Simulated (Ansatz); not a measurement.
Relaxing a trial structure of C2H7S+

The starting geometry of this gas-phase triplet was optimised with GFN2-xTB as a singlet; its bonds are those of `C[SH+]C`.

| atom | x (Å) | y (Å) | z (Å) |
| --- | --- | --- | --- |
| C | -2.3940 | -0.3044 | -1.2012 |
| C | -1.2478 | -1.5910 | 1.0111 |
| S | -1.4132 | 0.0625 | 0.2807 |
| H | -2.7194 | 0.6376 | -1.6357 |
| H | -1.7478 | -0.8139 | -1.9120 |
| H | -3.2520 | -0.9244 | -0.9606 |
| H | -2.4416 | 0.4844 | 1.0588 |
| H | -2.2073 | -2.0968 | 1.0574 |
| H | -0.5511 | -2.1584 | 0.3988 |
| H | -0.8300 | -1.4812 | 2.0087 |

Q: Predict what becomes of its bonds when it is optimised with PBE0-D3(BJ)/def2-SVP.

A: It loosens into CH4S + CH3, which stay close as a complex (formulas without charges). Contacts that open: C2–S3 (1.82 → 2.88 Å).

The energy falls by 3.58 eV over 30 steps:

| step | E − E(last) (eV) |
| --- | --- |
| 1 | 3.579 |
| 4 | 1.546 |
| 7 | 0.393 |
| 11 | 0.321 |
| 14 | 0.321 |
| 17 | 0.310 |
| 20 | 0.142 |
| 24 | 0.001 |
| 27 | 0.000 |
| 30 | 0.000 |

Final geometry (Å):

```yaml
atoms:
  - { symbol: C, position_ang: [-2.6922, 0.1149, -1.7836] }
  - { symbol: C, position_ang: [-0.7865, -2.0111, 1.8968] }
  - { symbol: S, position_ang: [-1.9052, -0.7448, -0.4363] }
  - { symbol: H, position_ang: [-2.5915, 1.2063, -1.6287] }
  - { symbol: H, position_ang: [-2.2081, -0.1989, -2.7177] }
  - { symbol: H, position_ang: [-3.7721, -0.1273, -1.7917] }
  - { symbol: H, position_ang: [-2.6456, -0.2216, 0.5809] }
  - { symbol: H, position_ang: [-1.7017, -2.4822, 2.2672] }
  - { symbol: H, position_ang: [-0.0764, -2.6179, 1.3303] }
  - { symbol: H, position_ang: [-0.4253, -1.1033, 2.3891] }
```

No frequencies were run, so the end isn't proven a minimum. Open shells are spin-unrestricted. The triplet needn't be the ground state. Run with Ansatz 0.2.0, 3 min on 1 thread of AMD EPYC 7R43 64-Core Processor (Zen 3), with other jobs on the host.
